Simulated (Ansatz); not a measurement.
# Predicting a hybrid from its neighbours: NCO (nco radical)

The species is NCO (3 atoms), meant as a doublet with charge 0. As SMILES, `[N]=C=O`. The coordinates come from a PBE0-D4/def2-TZVP relaxation.

The electronic atomisation energy y, in eV, basis cc-pVTZ; a is the functional's share of exact exchange. Programs: Ansatz 0.2.0.

```
functional  program     a  y (eV)
  U-revPBE   Ansatz     0   14.47
      UPBE   Ansatz     0   15.18
    UB3LYP   Ansatz   0.2   14.01
 U-r2SCAN0   Ansatz  0.25       ?
     UPBE0   Ansatz  0.25   14.08
    UBHLYP   Ansatz   0.5   12.70
```

Fit y = c + s·a to the known rows and predict U-r2SCAN0.


1. Means of the 5 rows: a = 0.1900, y = 14.088.
2. Σ(Δa)² = 0.172, Σ(Δa·Δy) = -0.7116, so the slope is -0.7116/0.172 = -4.1372.
3. Intercept: 14.088 − (-4.1372) × 0.1900 = 14.874. The largest residual of the fit is 0.40.
4. U-r2SCAN0: 14.874 + (-4.1372) × 0.25 = 13.84 eV.

The run gave 13.25 eV, so the prediction is off by +0.59 eV, about the largest residual. The rows mix families of semi-local functionals, which the line can't see.
